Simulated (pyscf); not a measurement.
Single points on ωB97X-D3(BJ)/def2-SVP structures (PySCF, gas phase).

SMILES: [O]=[Ta]([OH])([SH])[Cl]
```xyz
7

O      0.9201     0.4037    -1.8550
Ta     0.2959     1.0214    -0.3927
O      1.0513     0.0779     1.0548
S     -2.0412     0.6101    -0.4856
Cl     0.7865     3.2783    -0.2624
H      1.6708    -0.6480     1.1804
H     -2.0391     0.2192    -1.7753
```
Charge 0, spin multiplicity 1.

### Question
How much does it cost (ΔH, 298 K, ωB97M-D3(BJ)/def2-TZVP) to split O=Ta(OH)(SH)–Cl at its S–Ta bond into [O=Ta(OH)–Cl]• + SH•?

### Answer
S–Ta to [O=Ta(OH)–Cl]• + SH•: 371.0 kJ/mol. The 7 functionals that were run give +357.2 (M06-2X) to +409.6 kJ/mol (ωB97X-D3(BJ)). The radicals are drawn with the spin at the cut bond; how far it spreads was not checked. Other isomers of [O=Ta(OH)–Cl]• were not searched in full and may lie lower. Left out: the spin-orbit lowering of SH. Open-shell species with a d-block atom are single-reference here; other states, and whether the spin sits on metal or ligand, were not checked. Elements past Kr carry the def2 core potentials, without spin-orbit coupling.
